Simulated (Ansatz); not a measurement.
Benzene, C6H6 at its PBE0-D4/def2-TZVP geometry, where that method's forces vanish. The species carries charge 0 and has multiplicity 1.

```xyz
12

C     0.1727    1.2385    0.6010
C     1.1253    0.2446    0.7739
C     0.9526   -0.9939    0.1729
C    -0.1728   -1.2385   -0.6010
C    -1.1253   -0.2446   -0.7739
C    -0.9526    0.9939   -0.1729
H     0.3078    2.2063    1.0707
H     2.0046    0.4359    1.3786
H     1.6969   -1.7705    0.3079
H    -0.3078   -2.2063   -1.0707
H    -2.0046   -0.4358   -1.3786
H    -1.6968    1.7706   -0.3079
```

What forces (eV/Å) does PBE-D4/def2-TZVPP give on these atoms in Ansatz 0.2.0? (Estimate.)

The calculation gave: 
```
C1   0.029  0.208  0.101
C2   0.189  0.042  0.130
C3   0.160 -0.167  0.029
C4  -0.029 -0.208 -0.101
C5  -0.189 -0.041 -0.130
C6  -0.160  0.167 -0.029
H7   0.030  0.214  0.104
H8   0.195  0.042  0.134
H9   0.165 -0.172  0.030
H10 -0.030 -0.214 -0.104
H11 -0.194 -0.042 -0.134
H12 -0.165  0.172 -0.030
```
